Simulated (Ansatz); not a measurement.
# One shape, several levels: C2H2O (ethenone)

We compute a comparison of 6 runs (UHF/STO-3G, BHLYP/STO-3G, UPBE0/STO-3G, BCCD(T)/STO-3G, CCSD/STO-3G, UCCSD(T)/STO-3G) of C2H2O (ethenone). 

Program for the calculation: Ansatz 0.2.0.

57 further runs of the same task are left out: 10 that didn't finish, 47 set aside as unsound or not needed.

### Step 1. The structure to begin with

C2H2O has 5 atoms, charge 0, and is taken as a singlet. SMILES: `C=C=O`. The O3–C2 distance was set to 2.313 Å, away from the relaxed value. At this shape a bond of the SMILES string is far longer than usual.

Bond lengths: C1–C2 1.307 Å, C1–H4 1.080 Å, C1–H5 1.080 Å. Angles: C2–C1–H4 119.5°, C2–C1–H5 119.5°, H4–C1–H5 121.1°. A long bond or contact: C2–O3 2.313 Å.

### Step 2. The energy at UHF/STO-3G (run 1)

in.yaml

```yaml
crystal:
  periodic: [false, false, false]
  atoms:
    - symbol: C
      position_ang: [-1.155489, 0.906191, -0.830892]
    - symbol: C
      position_ang: [-0.258389, 0.197391, -0.197692]
    - symbol: O
      position_ang: [1.329000, -1.057000, 0.922700]
    - symbol: H
      position_ang: [-1.997789, 0.409891, -1.289292]
    - symbol: H
      position_ang: [-1.042189, 1.978591, -0.886992]
basis:
  gaussian: {orbitals: STO-3G}
magnetization: {spin_polarized: true, initial_magnetization: 0}
accuracy: high
hamiltonian: {xc: hf}
```

The run is started by

```sh
$ ansatz run in.yaml --threads 1 --pin off --max-ram 2610MiB --events-out events.jsonl --progress --plain --runs-dir runs
```

Output:

```text
Warning: RAYON_NUM_THREADS=1 ignored (pool sized by the plan → 1); use --threads N
Functional definition: HF
  name "HF"
  exchange = exact_x
  correlation = 0
279 factors; integrals over basis functions are off by at most 1.9e-8 eV
mean field evaluation 1: about -4046.4158 eV, gradient 4.0e1 eV
mean field evaluation 2: about -4046.4254 eV, gradient 4.0e1 eV
mean field evaluation 4: about -4029.4336 eV, gradient 4.0e1 eV
mean field evaluation 8: about -4067.1756 eV, gradient 6.5e-1 eV
mean field evaluation 16: about -4069.1622 eV, gradient 1.0e0 eV
mean field evaluation 32: about -4069.2646 eV, gradient 2.6e-4 eV
mean field evaluation 64: about -4070.5504 eV, gradient 4.1e-3 eV
mean field evaluation 96: about -4069.7754 eV, gradient 5.5e0 eV
mean field evaluation 128: about -4070.2481 eV, gradient 1.8e0 eV
mean field evaluation 160: about -4065.0140 eV, gradient 1.8e0 eV
mean field evaluation 192: about -4062.3032 eV, gradient 3.5e0 eV
mean field evaluation 224: about -4067.5306 eV, gradient 2.3e0 eV
mean field evaluation 256: about -4069.1378 eV, gradient 1.9e-1 eV
mean field evaluation 288: about -4069.2313 eV, gradient 4.0e-2 eV
mean field evaluation 320: about -4065.8780 eV, gradient 6.7e0 eV
mean field -4070.55791180 eV, -149.5902441353 hartree, gradient 4.8e-8 eV, S^2 2.374225; 11 other end points of the search recorded, 0 dependent functions left out
reference -4070.55791180 eV, -149.5902441353 hartree; 11, 11 occupied and 6, 6 virtual orbitals, 279 factors
Total energy: -4070.55791180 eV, -149.5902441353 hartree
```

Wall time 0.6 s (1 thread of Intel Xeon Platinum 8488C (Sapphire Rapids), shared host).

### Step 3. A single-point energy at BHLYP/STO-3G (run 2)

input.yaml

```yaml
crystal:
  periodic: [false, false, false]
  atoms:
    - symbol: C
      position_ang: [-1.155489, 0.906191, -0.830892]
    - symbol: C
      position_ang: [-0.258389, 0.197391, -0.197692]
    - symbol: O
      position_ang: [1.329000, -1.057000, 0.922700]
    - symbol: H
      position_ang: [-1.997789, 0.409891, -1.289292]
    - symbol: H
      position_ang: [-1.042189, 1.978591, -0.886992]
basis:
  gaussian: {orbitals: STO-3G}
accuracy: high
hamiltonian: {xc: {name: BHLYP}}
```

The run is started by

```sh
$ ansatz run input.yaml --threads 1 --pin off --max-ram 2610MiB --events-out events.jsonl --progress --plain --runs-dir runs
```

Output:

```text
Warning: RAYON_NUM_THREADS=1 ignored (pool sized by the plan → 1); use --threads N
Functional definition: BHLYP
  name "BHLYP"
  parameter a = 0.5
  exchange = (1 - a)*b88_x + a*exact_x
  correlation = lyp_c
279 factors; integrals over basis functions are off by at most 1.9e-8 eV
mean field evaluation 1: about -4076.2785 eV, gradient 4.5e1 eV
mean field evaluation 2: about -3891.5247 eV, gradient 7.9e1 eV
mean field evaluation 4: about -4045.0191 eV, gradient 5.4e1 eV
mean field evaluation 8: about -4086.3848 eV, gradient 3.2e-2 eV
mean field evaluation 16: about -4085.6863 eV, gradient 2.3e0 eV
mean field -4086.37059448 eV, -150.1713495057 hartree, gradient 1.7e-8 eV, S^2 0.000000; 4 other end points of the search recorded, 0 dependent functions left out
reference -4086.37061175 eV, -150.1713501403 hartree; 11, 11 occupied and 6, 6 virtual orbitals, 279 factors
Total energy: -4086.37061175 eV, -150.1713501403 hartree
```

Wall time 0.74 s (1 thread of Intel Xeon Platinum 8488C (Sapphire Rapids), shared host); peak memory 0.11 GiB.

### Step 4. A single-point energy at UPBE0/STO-3G (run 3)

Changes to input.yaml since step 3:

```diff
@@ -15,3 +15,4 @@
   gaussian: {orbitals: STO-3G}
+magnetization: {spin_polarized: true}
+hamiltonian: {xc: pbe0}
 accuracy: high
-hamiltonian: {xc: {name: BHLYP}}
```

The run is started by

```sh
$ ansatz run input.yaml --threads 1 --pin off --max-ram 2610MiB --events-out events.jsonl --progress --plain --runs-dir runs
```

Output:

```text
Warning: RAYON_NUM_THREADS=1 ignored (pool sized by the plan → 1); use --threads N
Functional definition: PBE0
  name "PBE0"
  parameter a = 0.25
  parameter kappa = 0.804
  parameter beta = 0.06672455060314922
  exchange = (1 - a)*pbe_x(kappa = kappa, mu = beta*pi^2/3) + a*exact_x
  correlation = pbe_c(beta = beta)
279 factors; integrals over basis functions are off by at most 1.9e-8 eV
mean field evaluation 1: about -4078.5694 eV, gradient 2.3e1 eV
mean field evaluation 2: about -3888.3579 eV, gradient 5.3e1 eV
mean field evaluation 4: about -4039.9787 eV, gradient 3.7e1 eV
mean field evaluation 8: about -4083.6648 eV, gradient 1.2e-1 eV
mean field evaluation 16: about -4085.2701 eV, gradient 2.8e-1 eV
mean field evaluation 32: about -4085.2739 eV, gradient 9.5e-9 eV
mean field evaluation 64: about -4085.2555 eV, gradient 4.6e-1 eV
mean field -4085.27389295 eV, -150.1310464679 hartree, gradient 9.5e-9 eV, S^2 1.096513; 8 other end points of the search recorded, 0 dependent functions left out
reference -4085.27389417 eV, -150.1310465127 hartree; 11, 11 occupied and 6, 6 virtual orbitals, 279 factors
Total energy: -4085.27389417 eV, -150.1310465127 hartree
```

It took 11 s on 1 thread of Intel Xeon Platinum 8488C (Sapphire Rapids), shared host; peak memory 0.14 GiB.

Runs 4 to 5 aren't shown in full; the table further down has their settings and results.

### Step 5. The energy at UCCSD(T)/STO-3G (run 6)

input.yaml

```yaml
crystal:
  periodic: [false, false, false]
  atoms:
    - {symbol: C, position_ang: [-1.155489, 0.906191, -0.830892]}
    - {symbol: C, position_ang: [-0.258389, 0.197391, -0.197692]}
    - {symbol: O, position_ang: [1.329000, -1.057000, 0.922700]}
    - {symbol: H, position_ang: [-1.997789, 0.409891, -1.289292]}
    - {symbol: H, position_ang: [-1.042189, 1.978591, -0.886992]}
basis:
  gaussian: {orbitals: STO-3G}
magnetization: {spin_polarized: true}
correlation: {method: ccsd_t, frozen_orbitals: {C: 1, H: 0, O: 1}}
accuracy: high
scf: {omitted_lower_state_checks: [cluster_reference, increment]}
```

The run is started by

```sh
$ ansatz run input.yaml --threads 1 --pin off --max-ram 2610MiB --events-out events.jsonl --progress --plain --runs-dir runs
```

Output:

```text
Warning: RAYON_NUM_THREADS=1 ignored (pool sized by the plan → 1); use --threads N
[... 18 lines left out ...]
3 core orbitals not correlated: weight in the atoms' cores, before any rotation towards them, 1.000 or more for the frozen orbitals, at most 0.000 for the correlated occupied ones
[... 98 lines left out ...]
Total energy: -4073.49579978 eV, -149.6982095274 hartree
Checks for a lower state left out: cluster_reference, increment
```

Run time: 0.77 s. Hardware: 1 thread of Intel Xeon Platinum 8488C (Sapphire Rapids), shared host.

### Step 6. All runs side by side

| run | level | frozen core orbitals | energy (Eh) | wall time |
| --- | --- | --- | --- | --- |
| 1 | UHF/STO-3G | – | -149.590244 | 0.6 s |
| 2 | BHLYP/STO-3G | – | -150.171350 | 0.74 s |
| 3 | UPBE0/STO-3G | – | -150.131047 | 11 s |
| 4 | BCCD(T)/STO-3G | 3 | -149.638949 | 0.32 s |
| 5 | CCSD/STO-3G | 3 | -149.636665 | 0.28 s |
| 6 | UCCSD(T)/STO-3G | 3 | -149.698210 | 0.77 s |

### Step 7. What came out

```
                                          quantity          value
                               run 6: total energy  -149.69821 Eh
run 6: correlation energy (3 core orbitals frozen)     -108.0 mEh
                             run 6: (T) correction      -1.27 mEh
          run 6: ⟨S²⟩ of the reference determinant          2.374
                              run 6: T1 diagnostic          0.047
```

In words: Below the UHF energy at the same shape and in the same basis (STO-3G): BCCD(T) -48.7 mEh; CCSD -46.4 mEh; UCCSD(T) -108.0 mEh. Some of these start from another determinant than that one, so these aren't their correlation energies. Totals of different functionals can't be ranked against each other. In runs 4, 5 the log says that unrestricted orbitals would lower the reference, so the values rest on an unstable closed-shell determinant (other closed-shell runs at this shape may share the fault). In runs 1, 2, 3, 4, 5, 6 the basis is minimal, so the values are rough. Spin contamination of the reference: run 1 ⟨S²⟩ = 2.37, run 6 ⟨S²⟩ = 2.37, run 3 ⟨S²⟩ = 1.10. Where it is this large, the reference is a mixture of spin states, and values that rest on it are in doubt. All runs together took 13 s, the longest 11 s.
